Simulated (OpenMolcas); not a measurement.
# [NH3]+ (SMILES [NH3+]), step by step

Wanted: the energy (UHF/3-21G), then the energy (CASSCF(3,3)/3-21G), then the energy (CASPT2(3,3)/3-21G), then the energy (SC-NEVPT2(3,3)/3-21G), then a single-point energy (MRCI(3,3)/3-21G) of [NH3]+. 

The calculation is run with OpenMolcas 26.06.

## (1) The structure to begin with

[NH3]+: 4 atoms, total charge +1, spin state doublet. SMILES: `[NH3+]`. The N1–H4 distance was set to 2.055 Å, away from the relaxed value. At this shape a bond of the SMILES string is far longer than usual.

Bond lengths: N1–H2 1.028 Å, N1–H3 1.028 Å. Angles: H2–N1–H3 120.0°.

## (2) A single-point energy at UHF/3-21G (run 1)

Contents of step1.inp:

```
&GATEWAY
BasLib=$CurrDir
Coord
4
angstrom
N       -0.484360      -0.480739       0.768531
H        0.026200      -0.718669       1.628161
H       -1.479960      -0.719439       0.679051
H        0.484620       0.479080      -0.769160
Basis=3-21G
Group=NoSym
&SEWARD
&SCF
UHF
Charge=1
Spin=2
Scramble=0.25
PrOrbitals=1 1
```

The basis set 3-21G is read from a file made from the Basis Set Exchange's data (not shown).

Run with:

```bash
$ export MOLCAS_MEM=1860
$ pymolcas step1.inp > step1.log
```

Output:

```text
--- Start Module: gateway ---
[...]
--- Stop Module: gateway /rc=_RC_ALL_IS_WELL_ ---
--- Start Module: seward ---
[...]
      Basis functions           15
--- Stop Module: seward /rc=_RC_ALL_IS_WELL_ ---
--- Start Module: scf ---
[...]
       Convergence after  19 Iterations
[...]
::    Total SCF energy                                -55.4237102218
[...]
      Total spin, S                                     0.8019535771
[...]
      Total electronic charge=    9.000000
      Total            charge=    1.000000
[...]
      Dipole Moment (debye):
      Origin of the operator (angstrom)=   -0.4557   -0.4521    0.7231
                   X= -9.3266E-02               Y= -8.6883E-02               Z=  1.4867E-01           Total=  1.9583E-01
      Center of Charge (angstrom)
[...]
--- Stop Module: scf /rc=_RC_ALL_IS_WELL_ ---
[...]
```

Wall time 2.3 s (1 thread of AMD EPYC 7R43 (Zen 3), shared host); peak memory 0.37 GiB.

## (3) A single-point energy at CASSCF(3,3)/3-21G (run 2)

Contents of step2.input:

```
* H3N CASSCF

&GATEWAY
 BasLib
 $CurrDir
 Coord
 4
 angstrom
 N       -0.484360      -0.480739       0.768531
 H        0.026200      -0.718669       1.628161
 H       -1.479960      -0.719439       0.679051
 H        0.484620       0.479080      -0.769160
 Basis
 3-21G
 Group
 NoSym

&SEWARD

&RASSCF
 FileOrb
 $CurrDir/step1.UnaOrb
 Spin
 2
 Nactel
 3 0 0
 Inactive
 3
 Ras2
 3
 OrbListing
 Nothing
```

The basis set 3-21G is read from a file made from the Basis Set Exchange's data (not shown).

Run with:

```bash
$ export MOLCAS_MEM=1860
$ pymolcas step2.input > step2.log
```

Output:

```text
--- Start Module: gateway ---
[...]
--- Stop Module: gateway /rc=_RC_ALL_IS_WELL_ ---
--- Start Module: seward ---
[...]
      Basis functions           15
--- Stop Module: seward /rc=_RC_ALL_IS_WELL_ ---
--- Start Module: rasscf ---
[...]
      Number of active orbitals                  3
[...]
      Spin quantum number                      0.5
[...]
      Active orbitals                            3
[...]
      Number of CSFs                             8
[...]
      Number of root(s) required                 1
[...]
      Convergence after  9 iterations
[...]
      printout of CI-coefficients larger than  0.05 for root  1
      energy=     -55.440073
      conf/sym  111     Coeff  Weight
             1  2u0  -0.92017 0.84671
             4  udu   0.20834 0.04341
             6  uud   0.12029 0.01447
             8  0u2  -0.30890 0.09542
      Natural orbitals and occupation numbers for root  1
      sym 1:   1.751286   1.000000   0.248714
      ************************************************************************************************************************
      *                                                    Final results                                                     *
[...]
::    RASSCF root number  1 Total energy:    -55.44007337
[...]
      Total electronic charge=    9.000000
      Total            charge=    1.000000
[...]
      Dipole Moment (debye):
      Origin of the operator (angstrom)=   -0.4557   -0.4521    0.7231
                   X=  1.7258E-01               Y=  1.7659E-01               Z= -2.7320E-01           Total=  3.6825E-01
      Center of Charge (angstrom)
[...]
--- Stop Module: rasscf /rc=_RC_ALL_IS_WELL_ ---
[...]
```

Wall time 2.2 s (1 thread of AMD EPYC 7R43 (Zen 3), shared host); peak memory 0.37 GiB.

## (4) The energy at CASPT2(3,3)/3-21G (run 3)

Contents of step3.inp:

```
* H3N CASPT2

&GATEWAY
 BasLib = $CurrDir
 Coord
 4
 angstrom
 N       -0.484360      -0.480739       0.768531
 H        0.026200      -0.718669       1.628161
 H       -1.479960      -0.719439       0.679051
 H        0.484620       0.479080      -0.769160
 Basis = 3-21G
 Group = NoSym

&SEWARD

&RASSCF
 FileOrb = $CurrDir/step2.RasOrb
 Spin = 2
 Nactel = 3 0 0
 Inactive = 3
 Ras2 = 3
 OrbListing = Nothing

&CASPT2
 Imaginary = 0.1
 Frozen = 1
```

The basis set 3-21G is read from a file made from the Basis Set Exchange's data (not shown).

Run with:

```bash
$ export MOLCAS_MEM=1860
$ pymolcas step3.inp > step3.log
```

Output:

```text
--- Start Module: gateway ---
[...]
--- Stop Module: gateway /rc=_RC_ALL_IS_WELL_ ---
[...]
      Basis functions           15
[...]
--- Start Module: rasscf ---
[...]
      Number of active orbitals                  3
[...]
      Spin quantum number                      0.5
[...]
      Active orbitals                            3
[...]
      Number of CSFs                             8
[...]
      Number of root(s) required                 1
[...]
      Convergence after  4 iterations
[...]
      printout of CI-coefficients larger than  0.05 for root  1
      energy=     -55.440073
      conf/sym  111     Coeff  Weight
             1  2u0  -0.92017 0.84671
             4  udu   0.20834 0.04341
             6  uud   0.12029 0.01447
             8  0u2  -0.30890 0.09542
      Natural orbitals and occupation numbers for root  1
      sym 1:   1.751289   1.000000   0.248711
      ************************************************************************************************************************
      *                                                    Final results                                                     *
[...]
::    RASSCF root number  1 Total energy:    -55.44007337
[...]
      Total electronic charge=    9.000000
      Total            charge=    1.000000
[...]
      Dipole Moment (debye):
      Origin of the operator (angstrom)=   -0.4557   -0.4521    0.7231
                   X=  1.7261E-01               Y=  1.7662E-01               Z= -2.7324E-01           Total=  3.6830E-01
      Center of Charge (angstrom)
[...]
--- Stop Module: rasscf /rc=_RC_ALL_IS_WELL_ ---
--- Start Module: caspt2 ---
[...]
      E2 (Variational):          -0.0738135830
      Total energy:             -55.5138869489
[...]
      Reference weight:           0.97672
[...]
::    CASPT2 Root  1     Total energy:    -55.51388695
[...]
--- Stop Module: caspt2 /rc=_RC_ALL_IS_WELL_ ---
[...]
```

Run time: 2.2 s. Hardware: 1 thread of AMD EPYC 7R43 (Zen 3), shared host; peak memory 0.37 GiB.

## (5) A single-point energy at SC-NEVPT2(3,3)/3-21G (run 4)

Contents of step4.inp:

```
&GATEWAY
BASLIB
$CurrDir
COORD
4
angstrom
N       -0.484360      -0.480739       0.768531
H        0.026200      -0.718669       1.628161
H       -1.479960      -0.719439       0.679051
H        0.484620       0.479080      -0.769160
BASIS
3-21G
GROUP
NoSym
&SEWARD
&RASSCF
FILEORB
$CurrDir/step2.RasOrb
SPIN
2
NACTEL
3 0 0
INACTIVE
3
RAS2
3
ORBLISTING
Nothing
&CASPT2
SC-NEVPT2
FROZEN
1
```

The basis set 3-21G is read from a file made from the Basis Set Exchange's data (not shown).

Run with:

```bash
$ export MOLCAS_MEM=1860
$ pymolcas step4.inp > step4.log
```

Output:

```text
--- Start Module: gateway ---
[...]
--- Stop Module: gateway /rc=_RC_ALL_IS_WELL_ ---
[...]
      Basis functions           15
[...]
--- Start Module: rasscf ---
[...]
      Number of active orbitals                  3
[...]
      Spin quantum number                      0.5
[...]
      Active orbitals                            3
[...]
      Number of CSFs                             8
[...]
      Number of root(s) required                 1
[...]
      Convergence after  4 iterations
[...]
      printout of CI-coefficients larger than  0.05 for root  1
      energy=     -55.440073
      conf/sym  111     Coeff  Weight
             1  2u0  -0.92017 0.84671
             4  udu   0.20834 0.04341
             6  uud   0.12029 0.01447
             8  0u2  -0.30890 0.09542
      Natural orbitals and occupation numbers for root  1
      sym 1:   1.751289   1.000000   0.248711
      ************************************************************************************************************************
      *                                                    Final results                                                     *
[...]
::    RASSCF root number  1 Total energy:    -55.44007337
[...]
      Total electronic charge=    9.000000
      Total            charge=    1.000000
[...]
      Dipole Moment (debye):
      Origin of the operator (angstrom)=   -0.4557   -0.4521    0.7231
                   X=  1.7261E-01               Y=  1.7662E-01               Z= -2.7324E-01           Total=  3.6830E-01
      Center of Charge (angstrom)
[...]
--- Stop Module: rasscf /rc=_RC_ALL_IS_WELL_ ---
--- Start Module: caspt2 ---
[...]
      E2 (Variational):          -0.0730033612
[...]
      E2 (Variational):          -0.0727099531
      Total energy:             -55.5127833190
[...]
      Reference weight:           0.97696
[...]
::    SC-NEVPT2 Root  1     Total energy:    -55.51278332
[...]
```

Wall time 2.2 s (1 thread of AMD EPYC 7R43 (Zen 3), shared host); peak memory 0.36 GiB.

## (6) The energy at MRCI(3,3)/3-21G (run 5)

Contents of step5.input:

```
* H3N MRCI

&GATEWAY
  BasLib=$CurrDir
  Coord
  4
  angstrom
  N       -0.484360      -0.480739       0.768531
  H        0.026200      -0.718669       1.628161
  H       -1.479960      -0.719439       0.679051
  H        0.484620       0.479080      -0.769160
  Basis=3-21G
  Group=NoSym

&SEWARD

&RASSCF
  FileOrb=$CurrDir/step2.RasOrb
  Spin=2
  Nactel=3 0 0
  Inactive=3
  Ras2=3
  OrbListing=Nothing

&MOTRA
  LumOrb
  Frozen=1

&GUGA
  Electrons=7
  Spin=2
  Inactive=2
  Active=3
  CIAll=1

&MRCI
  SDCI
```

The basis set 3-21G is read from a file made from the Basis Set Exchange's data (not shown).

Run with:

```bash
$ export MOLCAS_MEM=1860
$ pymolcas step5.input > step5.log
```

Output:

```text
--- Start Module: gateway ---
[...]
--- Stop Module: gateway /rc=_RC_ALL_IS_WELL_ ---
[...]
      Basis functions           15
[...]
      Number of active orbitals                  3
[...]
      Spin quantum number                      0.5
[...]
      Active orbitals                            3
[...]
      Number of CSFs                             8
[...]
      Number of root(s) required                 1
[...]
      Convergence after  4 iterations
[...]
      printout of CI-coefficients larger than  0.05 for root  1
      energy=     -55.440073
      conf/sym  111     Coeff  Weight
             1  2u0  -0.92017 0.84671
             4  udu   0.20834 0.04341
             6  uud   0.12029 0.01447
             8  0u2  -0.30890 0.09542
      Natural orbitals and occupation numbers for root  1
      sym 1:   1.751289   1.000000   0.248711
      ************************************************************************************************************************
      *                                                    Final results                                                     *
[...]
::    RASSCF root number  1 Total energy:    -55.44007337
[...]
      Dipole Moment (debye):
      Origin of the operator (angstrom)=   -0.4557   -0.4521    0.7231
                   X=  1.7261E-01               Y=  1.7662E-01               Z= -2.7324E-01           Total=  3.6830E-01
      Center of Charge (angstrom)
[...]
       (But an ACPF correction will be computed)
       USE THE DEFAULT ACPF G-VALUE GFAC=  0.28571428571428570
[...]
                      CI ENERGY:   -55.52506723
[...]
                ACPF CORRECTION:    -0.00214620
[...]
      Total electronic charge=    9.000000
      Total            charge=    1.000000
[...]
     ACPF CORRECTION:     -0.00214620
[...]
  CI State   1     Total energy:    -55.52506723     QDav:     -0.00303534     QACPF:     -0.00214620
[...]
```

Run time: 2.3 s. Hardware: 1 thread of AMD EPYC 7R43 (Zen 3), shared host; peak memory 0.37 GiB.

## (7) Results

| quantity | value |
| --- | --- |
| run 1, UHF/3-21G: total energy | -55.42371 Eh |
| run 1, UHF/3-21G: HOMO energy (highest over α and β) | -20.03 eV |
| run 1, UHF/3-21G: LUMO energy (lowest over α and β) | -7.04 eV |
| run 1, UHF/3-21G: ⟨S²⟩ | 1.445 |
| run 2, CASSCF(3,3)/3-21G: total energy | -55.44007 Eh |
| run 3, CASPT2(3,3)/3-21G: total energy | -55.51389 Eh |
| run 4, SC-NEVPT2(3,3)/3-21G: total energy | -55.51278 Eh |
| run 5, MRCI(3,3)/3-21G: total energy | -55.52507 Eh |

What this shows: ⟨S²⟩ (run 1, UHF/3-21G) is 1.45 where a pure doublet has 0.75: the reference is spin-contaminated. Mulliken charges (run 1, UHF/3-21G) run from -0.18 on N1 to +0.49 on H2. Mulliken charges (run 3, CASPT2(3,3)/3-21G) of the CASSCF density run from -0.23 on N1 to +0.49 on H2; they depend strongly on the basis. Mulliken charges (run 4, SC-NEVPT2(3,3)/3-21G) of the CASSCF density run from -0.23 on N1 to +0.49 on H2; they depend strongly on the basis. Mulliken charges (run 5, MRCI(3,3)/3-21G) of the CASSCF density run from -0.23 on N1 to +0.49 on H2; they depend strongly on the basis.
